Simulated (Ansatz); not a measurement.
**C2H2F (SMILES C=[C]F): UMP2/STO-3G**

Aim: the vertical ionisation energy of C2H2F at UMP2/STO-3G, from 2 runs. 

The calculation is run with Ansatz 0.2.0.

54 further runs of the same task are left out: 3 that didn't finish, 51 set aside as unsound or not needed.

**1. The molecule**

C2H2F: 5 atoms, total charge 0, spin state doublet. SMILES: `C=[C]F`. The shape is that of a PBE0-D4/def2-TZVP optimisation.

Bond lengths: C1–C2 1.309 Å, C2–F3 1.302 Å, C1–H4 1.087 Å, C1–H5 1.080 Å. Angles: C1–C2–F3 130.3°, C2–C1–H4 120.7°, C2–C1–H5 119.9°, H4–C1–H5 119.4°.

**2. A single-point energy at UMP2/STO-3G**

The input, job.yaml:

```yaml
crystal:
  periodic: [false, false, false]
  atoms:
    - {symbol: C, position_ang: [0.488200, -0.200400, 0.008400]}
    - {symbol: C, position_ang: [-0.592700, 0.393700, 0.447100]}
    - {symbol: F, position_ang: [-1.725600, 0.629500, -0.148900]}
    - {symbol: H, position_ang: [0.534700, -0.590400, -1.005400]}
    - {symbol: H, position_ang: [1.345200, -0.306200, 0.657500]}
basis:
  gaussian:
    orbitals: STO-3G
magnetization:
  spin_polarized: true
  initial_magnetization: 1
correlation:
  method: mp2
  frozen_orbitals: {C: 1, F: 1, H: 0}
accuracy: high
```

Launch:

```sh
ansatz run job.yaml --threads 1 --pin off --max-ram 2610MiB --events-out events.jsonl --progress --plain --runs-dir runs
```

The program printed:

```text
Warning: RAYON_NUM_THREADS=1 ignored (pool sized by the plan → 1); use --threads N
Functional definition: HF
  name "HF"
  exchange = exact_x
  correlation = 0
294 factors; integrals over basis functions are off by at most 4.1e-8 eV
mean field evaluation 1: about -4730.3343 eV, gradient 1.2e1 eV
mean field evaluation 2: about -4730.4296 eV, gradient 1.2e1 eV
mean field evaluation 4: about -4731.6297 eV, gradient 2.1e0 eV
mean field evaluation 8: about -4731.8467 eV, gradient 9.4e-1 eV
mean field evaluation 16: about -4731.9654 eV, gradient 2.1e-7 eV
mean field -4731.96535767 eV, -173.8965194532 hartree, gradient 4.9e-8 eV, S^2 1.060361; 1 other end points of the search recorded, 0 dependent functions left out
3 core orbitals not correlated: weight in the atoms' cores, before any rotation towards them, 1.000 or more for the frozen orbitals, at most 0.000 for the correlated occupied ones
reference -4731.96535767 eV, -173.8965194532 hartree; 9, 8 occupied and 5, 6 virtual orbitals, 294 factors
second order -2.71637897 eV of doubles, -0.00000000 eV of singles
Total energy: -4734.68173664 eV, -173.9963445390 hartree
```

Wall time 0.1 s (1 thread of Intel Xeon 6975P-C (Granite Rapids), shared host).

**3. The singlet cation, same level**

The input, in.yaml:

```yaml
crystal:
  periodic: [false, false, false]
  atoms:
    - {symbol: C, position_ang: [0.488200, -0.200400, 0.008400]}
    - {symbol: C, position_ang: [-0.592700, 0.393700, 0.447100]}
    - {symbol: F, position_ang: [-1.725600, 0.629500, -0.148900]}
    - {symbol: H, position_ang: [0.534700, -0.590400, -1.005400]}
    - {symbol: H, position_ang: [1.345200, -0.306200, 0.657500]}
basis:
  gaussian:
    orbitals: STO-3G
total_charge: 1
correlation:
  method: mp2
  frozen_orbitals: {C: 1, F: 1, H: 0}
accuracy: high
```

Launch:

```sh
ansatz run in.yaml --threads 1 --pin off --max-ram 2610MiB --events-out events.jsonl --progress --plain --runs-dir runs
```

The program printed:

```text
Warning: RAYON_NUM_THREADS=1 ignored (pool sized by the plan → 1); use --threads N
[... 4 set-up lines as earlier in the session ...]
294 factors; integrals over basis functions are off by at most 4.1e-8 eV
mean field evaluation 1: about -4719.9562 eV, gradient 3.0e1 eV
mean field evaluation 2: about -4720.0117 eV, gradient 3.0e1 eV
mean field evaluation 4: about -4723.2652 eV, gradient 2.8e0 eV
mean field evaluation 8: about -4723.3516 eV, gradient 1.1e-1 eV
mean field -4723.35172982 eV, -173.5799744681 hartree, gradient 2.8e-8 eV, S^2 0.000000; 0 other end points of the search recorded, 0 dependent functions left out; unrestricted orbitals would lower it
mean field evaluation 16: about -4723.2792 eV, gradient 6.3e0 eV
3 core orbitals not correlated: weight in the atoms' cores, before any rotation towards them, 1.000 or more for the frozen orbitals, at most 0.000 for the correlated occupied ones
reference -4723.35172982 eV, -173.5799744681 hartree; 8, 8 occupied and 6, 6 virtual orbitals, 294 factors
second order -4.30884078 eV of doubles, -0.00000000 eV of singles
Total energy: -4727.66057060 eV, -173.7383214462 hartree
```

Wall time 0.08 s (1 thread of Intel Xeon 6975P-C (Granite Rapids), shared host).

**4. Results**

Level: UMP2/STO-3G, 3 core orbitals frozen.

| quantity | value |
| --- | --- |
| doublet C2H2F: total energy | -173.99634 Eh |
| doublet C2H2F: correlation energy (3 core orbitals frozen) | -99.8 mEh |
| doublet C2H2F: ⟨S²⟩ of the reference determinant | 1.060 |
| singlet cation: total energy | -173.73832 Eh |
| singlet cation: correlation energy (3 core orbitals frozen) | -158.3 mEh |
| vertical ionisation energy (to the singlet cation) | 7.021 eV |

In words: Removing an electron at fixed nuclei costs 7.02 eV (677 kJ/mol). Only the singlet of the ionised species was computed; a triplet could lie lower. In a minimal basis such a difference can be off by several eV, whatever the method. ⟨S²⟩ (doublet C2H2F) is 1.06 where a pure doublet has 0.75: the reference is spin-contaminated. The restricted solution (singlet cation) is unstable to spin breaking: an unrestricted one lies lower.
